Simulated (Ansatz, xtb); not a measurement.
## Two isomers of C5H3F

Structure a: `C#CC(F)C#C`, a singlet. Structure b: `C#CC#CCF`, a singlet. Both are isolated molecules in the gas phase, relaxed with r2SCAN-D4/def2-SVP.

Quicker runs give these differences E(b) − E(a): GFN2-xTB −44.4 kJ/mol; HF/STO-3G −48.8 kJ/mol (at GFN2-xTB geometries); r2SCAN-D4/def2-SVP//GFN2-xTB −65.3 kJ/mol.

**Question.** Estimate E(b) − E(a) at the level CCSD(T)/def2-SVP + ΔMP2/def2-TZVPP.

**Answer.** Calculated at CCSD(T)/def2-SVP + ΔMP2/def2-TZVPP: E(b) − E(a) = −38.8 kJ/mol, so structure b lies lower.

Level by level:

```
                             level            geometry  E(b) − E(a) (kJ/mol)  departure from the last row (kJ/mol)  job, with rough time for the two
                          GFN2-xTB            GFN2-xTB                   −44.4                                  −5.7              optimisation, 0.54 s
                         HF/STO-3G            GFN2-xTB                   −48.8                                 −10.1               single point, 1.5 s
      r2SCAN-D4/def2-SVP//GFN2-xTB            GFN2-xTB                   −65.3                                 −26.6               single point, 7.8 s
                r2SCAN-D4/def2-SVP  r2SCAN-D4/def2-SVP                   −64.7                                 −25.9                optimisation, 63 s
                       HF/def2-SVP  r2SCAN-D4/def2-SVP                   −38.7                                  +0.1           part of the CCSD(T) run
                      MP2/def2-SVP  r2SCAN-D4/def2-SVP                   −48.0                                  −9.2           part of the CCSD(T) run
                  CCSD(T)/def2-SVP  r2SCAN-D4/def2-SVP                   −41.3                                  −2.5                      single point
CCSD(T)/def2-SVP + ΔMP2/def2-TZVPP  r2SCAN-D4/def2-SVP                   −38.8                                                      single point, 69 s
```

As drawn, both hold the same kinds of bond in the same numbers.

None of the levels shown reverses the order. The largest departure from CCSD(T)/def2-SVP + ΔMP2/def2-TZVPP is that of r2SCAN-D4/def2-SVP//GFN2-xTB, 26.6 kJ/mol. The last row adds to CCSD(T) the change of the MP2 difference between the two basis sets, here +2.5 kJ/mol.

With harmonic frequencies from r2SCAN-D4/def2-SVP (ideal gas, rigid rotor, one conformer each, 298.15 K, 1 atm): the zero-point term adds +2.8 kJ/mol; ΔH is −35.8 and ΔG −36.4 kJ/mol.

The correlated steps freeze 6 core orbitals. Programs: Ansatz 0.2.0, xtb 6.7.1; the last row on 2 threads of Intel(R) Xeon(R) Processor @ 2.50GHz (Skylake/Cascade Lake) on a shared host.
